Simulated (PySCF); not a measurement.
A PySCF run on F2

State: ³Πu (triplet), unpaired electrons σ ↑, π ↑, a second solution, started from another occupation.

An equivalent input (the run itself took its basis sets from the Basis Set Exchange, started from a PBE0 density and held the occupation σ 6α 5β, πx 2α 2β, πy 2α 1β):

```python
from pyscf import gto, dft
mol = gto.M(atom='F 0 0 0; F 0 0 1.377', basis={'F': 'def2-TZVP'},
            charge=0, spin=2, verbose=4, symmetry='C2v')
mf = dft.UKS(mol, xc='PBE0')
mf.grids.atom_grid = (80, 434)
mf.grids.prune = dft.gen_grid.treutler_prune
mf.irrep_nelec = {'A1': (6, 5), 'B1': (2, 2), 'B2': (2, 1)}
mf.conv_tol = 1e-9
mf.max_cycle = 60
mf.diis_space = 10
mf.kernel()
```

The log (some set-up lines and the per-cycle HOMO/LUMO lines removed):

```
******** <class 'pyscf.dft.uks_symm.SymAdaptedUKS'> ********
method = SymAdaptedUKS
damping factor = 0
level_shift factor = 0
DIIS = <class 'pyscf.scf.diis.CDIIS'>
diis_start_cycle = 1
diis_space = 10
diis_damp = 0
SCF conv_tol = 1e-09
SCF conv_tol_grad = None
SCF max_cycles = 60
number electrons alpha = 10  beta = 8
Set gradient conv threshold to 3.16228e-05
init E= -199.271027535849
cycle= 1 E= -199.281767385071  delta_E= -0.0107  |g|= 0.0366  |ddm|= 0.144
cycle= 2 E= -199.281860953602  delta_E= -9.36e-05  |g|= 0.0347  |ddm|= 0.0496
cycle= 3 E= -199.282175498945  delta_E= -0.000315  |g|= 0.00118  |ddm|= 0.0219
cycle= 4 E= -199.282176161465  delta_E= -6.63e-07  |g|= 0.000192  |ddm|= 0.00131
cycle= 5 E= -199.282176175964  delta_E= -1.45e-08  |g|= 1.74e-05  |ddm|= 0.000137
cycle= 6 E= -199.282176176044  delta_E= -8.01e-11  |g|= 5.1e-06  |ddm|= 1.79e-05
Extra cycle  E= -199.282176176047  delta_E= -3.35e-12  |g|= 3.22e-06  |ddm|= 3.08e-06
converged SCF energy = -199.282176176047  <S^2> = 2.0084675  2S+1 = 3.0056397
```

Repeating this along the bond gives Re = 1.706 Å and ωe = 678 cm⁻¹.

A point of this curve took 0.85 CPU seconds beside 0.1 for the integrals, on Intel Xeon 6975P-C (shared host).
